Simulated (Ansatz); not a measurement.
in.yaml

```yaml
crystal:
  periodic: [false, false, false]
  atoms:
    - {symbol: C, position_ang: [0.101267, 0.048409, 2.534974]}
    - {symbol: Al, position_ang: [-0.063607, 0.008939, 0.650187]}
    - {symbol: P, position_ang: [0.013013, -0.068828, -1.508303]}
    - {symbol: H, position_ang: [0.096121, 1.298948, -1.262022]}
basis:
  gaussian: {orbitals: 6-31G}
magnetization: {spin_polarized: false, initial_magnetization: 3}
hamiltonian: {pseudopotentials: {relativity: scalar}}
correlation: {method: fic_mrcisd_q_relaxed, electrons: outside_noble_gas, active_space: {window: {electrons: 5, orbitals: 4}}}
```

```sh
$ ansatz run in.yaml --threads 1 --pin off --events-out ev --progress --plain --max-ram 2393MiB
```

Output:

```
440 factors; integrals over basis functions are off by at most 2.3e-4 eV
mean field evaluation 1: about -16922.6058 eV, gradient 1.3e1 eV
mean field evaluation 2: about -16922.6102 eV, gradient 1.3e1 eV
mean field evaluation 4: about -16924.8632 eV, gradient 4.6e0 eV
mean field evaluation 8: about -16925.2843 eV, gradient 3.5e-1 eV
mean field evaluation 16: about -16925.2866 eV, gradient 1.0e-6 eV
mean field evaluation 32: about -16925.2669 eV, gradient 8.1e-1 eV
mean field -16925.28659638 eV, -621.9928100458 hartree, gradient 1.0e-6 eV, S^2 3.750000; 1 other end points of the search recorded, 0 dependent functions left out
reference -16925.28659638 eV, -621.9928100458 hartree; 19, 16 occupied and 18, 21 virtual orbitals, 440 factors
state -16925.28659638 eV, -621.9928100458 hartree
contracted CI cycle   1: correlation 0.00000000 eV, 0.0000000000 hartree, residual 1.25e1 eV
contracted CI cycle   2: correlation -3.45088229 eV, -0.1268175852 hartree, residual 2.41e0 eV
contracted CI cycle   3: correlation -3.64361095 eV, -0.1339002327 hartree, residual 1.04e0 eV
contracted CI cycle   4: correlation -3.67522880 eV, -0.1350621671 hartree, residual 4.77e-1 eV
contracted CI cycle   5: correlation -3.68295193 eV, -0.1353459871 hartree, residual 2.18e-1 eV
contracted CI cycle   6: correlation -3.68454556 eV, -0.1354045518 hartree, residual 8.82e-2 eV
contracted CI cycle   7: correlation -3.68476994 eV, -0.1354127977 hartree, residual 3.64e-2 eV
contracted CI cycle   8: correlation -3.68481325 eV, -0.1354143891 hartree, residual 1.51e-2 eV
contracted CI cycle   9: correlation -3.68482032 eV, -0.1354146492 hartree, residual 6.06e-3 eV
contracted CI cycle  10: correlation -3.68482142 eV, -0.1354146894 hartree, residual 2.76e-3 eV
contracted CI cycle  11: correlation -3.68482166 eV, -0.1354146982 hartree, residual 1.09e-3 eV
state -16925.28659638 eV, -621.9928100458 hartree; corrected -16929.40575196 eV, -622.1441862212 hartree
WARN: 1 active orbitals are nearly empty or full. The corrections depend on them more than the energy does, and are more stable in an active space without them
Total energy: -16929.40575196 eV, -622.1441862212 hartree
Relativity: scalar
```

Ran on 1 thread of Arm Neoverse V1, shared host: 1.2 s wall, 0.08 GiB peak host memory.
